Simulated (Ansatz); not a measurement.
**SiH₃O₂ radical: up Jacob's ladder to CCSD(T)**

Aim: compute SiH₃O₂ radical with functionals from several rungs and with coupled cluster. The yardstick is the atomisation energy at the CCSD(T) limit.

Computed with Ansatz 0.2.0, Gaussian basis. Level: functionals in def2-TZVPP, the program's frozen cores in correlated methods.

The runs, in order: LDA (SPW92), PBE-D4, revPBE-D4, BLYP-D4, r2SCAN-D4, B97M-V, PBE0-D4, B3LYP-D4, r2SCANh-D4, r2SCAN0-D4, HSE06-D4, BHLYP-D4, CAM-B3LYP-D4, LC-ωPBE, ωB97X-V, ωB97M-V, B2PLYP, PBE-QIDH; CCSD(T)/def2-SVP; CCSD(T)/def2-TZVPP; MP2/def2-QZVPP; extrapolation to the limit; RPA on PBE.

### Step 1. The geometry

All runs share one geometry, relaxed beforehand with PBE0-D4 in a triple-zeta def2 set.

SMILES `[O][SiH2]O`, 6 atoms, charge 0, spin multiplicity 2.

Atoms are counted from 1 here; the program's logs count them from 0.

Bond lengths: O1–Si2 1.647 Å, Si2–O3 1.632 Å, Si2–H4 1.494 Å, Si2–H5 1.479 Å, O3–H6 0.958 Å. Angles: O1–Si2–O3 117.2°, O1–Si2–H4 98.3°, O1–Si2–H5 110.2°, O3–Si2–H4 112.7°, O3–Si2–H5 105.0°, H4–Si2–H5 113.8°, Si2–O3–H6 119.0°.

### Step 2. LDA

This LDA is Slater exchange with PW92 correlation.

File in.yaml:

```yaml
crystal:
  periodic: [false, false, false]
  atoms:
    - {symbol: O, position_ang: [-1.671919, -0.490266, 0.111163]}
    - {symbol: Si, position_ang: [-0.205533, 0.160445, -0.263419]}
    - {symbol: O, position_ang: [0.949681, 0.110164, 0.888524]}
    - {symbol: H, position_ang: [0.117026, -0.700318, -1.441661]}
    - {symbol: H, position_ang: [-0.353514, 1.594205, -0.593972]}
    - {symbol: H, position_ang: [1.206358, -0.738329, 1.253065]}
basis:
  gaussian: {orbitals: def2-TZVPP}
magnetization: {spin_polarized: true, initial_magnetization: 1}
hamiltonian: {xc: lda}
output: {orbitals: {seedname: orbitals}}
```

After this run come: PBE-D4 (GGA); revPBE-D4 (GGA); BLYP-D4 (GGA); r2SCAN-D4 (meta-GGA); B97M-V (meta-GGA); PBE0-D4 (hybrid); B3LYP-D4 (hybrid); r2SCANh-D4 (hybrid); r2SCAN0-D4 (hybrid); HSE06-D4 (hybrid); BHLYP-D4 (hybrid); CAM-B3LYP-D4 (range-separated); LC-ωPBE-D4 (range-separated); ωB97X-V (range-separated); ωB97M-V (range-separated); B2PLYP (double hybrid); PBE-QIDH (double hybrid); CCSD(T) in def2-SVP; CCSD(T) in def2-TZVPP; MP2 in def2-QZVPP; RPA on PBE orbitals.

Q: Predict the results of all the runs planned. Wanted: atomisation energy, CCSD(T)/CBS; farthest beyond LDA; mean size of error, GGA; mean size of error, meta-GGA; mean size of error, hybrid; mean size of error, range-separated; mean size of error, double hybrid; gap, smallest and largest; T1 diagnostic.

**Answer**, as computed:

| quantity | value |
| --- | --- |
| atomisation energy, CCSD(T)/CBS | 20.934 eV |
| functionals within 0.105 eV (0.5 %) | BLYP-D4, r2SCAN-D4, B97M-V, B3LYP-D4, CAM-B3LYP-D4, ωB97X-V, ωB97M-V |
| farthest beyond LDA | BHLYP-D4 (-0.806 eV) |
| mean size of error, GGA | 0.219 eV |
| mean size of error, meta-GGA | 0.067 eV |
| mean size of error, hybrid | 0.377 eV |
| mean size of error, range-separated | 0.103 eV |
| mean size of error, double hybrid | 0.415 eV |
| gap, smallest and largest | 0.54 eV (LDA (SPW92)), 9.96 eV (LC-ωPBE) |
| T1 diagnostic | 0.0193 |
| triples share of the correlation energy | 3.1 % |

In words: The LDA atomisation energy is off by 3.097 eV (15 %): it overbinds. PBE-D4 is off by +0.185 eV. Double hybrids carry the basis error of their MP2 part in triple zeta, and no dispersion term here, so their miss is partly the set-up's. The rungs meta-GGA, range-separated miss on average by less than the doubt on the reference (0.105 eV), so they tie. Misses under about 0.105 eV are within the doubt on the reference itself, which lacks core-valence correlation, relativity and higher excitations. Hartree-Fock recovers 71 % of the binding; the rest is correlation. CCSD(T) in def2-SVP is off by -2.049 eV, more than most functionals: a good method in a small basis is no reference. Orbital gaps span 0.5 to 10.0 eV; exact exchange widens them.
